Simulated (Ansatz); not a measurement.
Ansatz (a quantum-chemistry and plane-wave program) input (SVWN5/def2-TZVPD):

Ansatz 0.2 input:
```yaml
crystal:
  periodic: [false, false, false]
  atoms:
    - {symbol: C, position_ang: [1.17148061, -0.30103000, -0.02185938]}
    - {symbol: C, position_ang: [0.00707414, 0.65997832, -0.12802736]}
    - {symbol: N, position_ang: [-1.27918118, -0.05648449, 0.03431982]}
    - {symbol: H, position_ang: [2.13081144, 0.22925184, 0.07838298]}
    - {symbol: H, position_ang: [1.10795195, -1.02382691, 0.85462919]}
    - {symbol: H, position_ang: [1.26619138, -0.95524367, -0.90428970]}
    - {symbol: H, position_ang: [0.08038441, 1.35802371, 0.72559417]}
    - {symbol: H, position_ang: [-1.20429109, -0.82735961, 0.73657031]}
    - {symbol: H, position_ang: [-1.49810838, -0.53914382, -0.83180536]}
basis:
  gaussian:
    orbitals: def2-TZVPD
hamiltonian:
  xc: {name: SVWN5}
total_charge: -1
output: {forces: true}
```

End of the output:

```
integrals: 0.05 GiB planned
833 factors; their error is unknown
mean field: 0.57 GiB planned
mean field evaluation 1: about -3620.8102 eV, gradient 5.5e1 eV
mean field evaluation 2: about -3555.7253 eV, gradient 1.5e2 eV
mean field evaluation 4: about -3627.7857 eV, gradient 1.8e1 eV
mean field evaluation 8: about -3628.5678 eV, gradient 8.9e-2 eV
mean field evaluation 16: about -3628.5352 eV, gradient 1.6e-4 eV
mean field -3628.53520281 eV, -133.3462091937 hartree, gradient 1.0e-5 eV, S^2 0.000000; 1 other end points of the search recorded, 0 dependent functions left out
the calculation of the forces begins
reference -3628.53524575 eV, -133.3462107716 hartree; 13, 13 occupied and 152, 152 virtual orbitals, 833 factors
Total energy: -3628.53524575 eV, -133.3462107716 hartree
Atom 0 at     1.171481    -0.301030    -0.021859 Å, force    -0.508129     0.443535    -0.257090 eV/Å
Atom 1 at     0.007074     0.659978    -0.128027 Å, force    -0.252213    -0.899725     0.245185 eV/Å
Atom 2 at    -1.279181    -0.056484     0.034320 Å, force     0.688629     0.751095    -0.203662 eV/Å
Atom 3 at     2.130811     0.229252     0.078383 Å, force     0.234198     0.161868     0.005273 eV/Å
Atom 4 at     1.107952    -1.023827     0.854629 Å, force    -0.156915    -0.126770     0.241537 eV/Å
Atom 5 at     1.266191    -0.955244    -0.904290 Å, force     0.013648    -0.106732    -0.164019 eV/Å
Atom 6 at     0.080384     1.358024     0.725594 Å, force     0.003943     0.166428     0.096964 eV/Å
Atom 7 at    -1.204291    -0.827360     0.736570 Å, force     0.081106    -0.257152     0.346767 eV/Å
Atom 8 at    -1.498108    -0.539144    -0.831805 Å, force    -0.104268    -0.132545    -0.310955 eV/Å
Dipole moment:     0.125084    -0.474401     0.108695 e Å
```

It need not be the lowest isomer of its formula. Whether it binds its extra electron was not tested at this geometry.
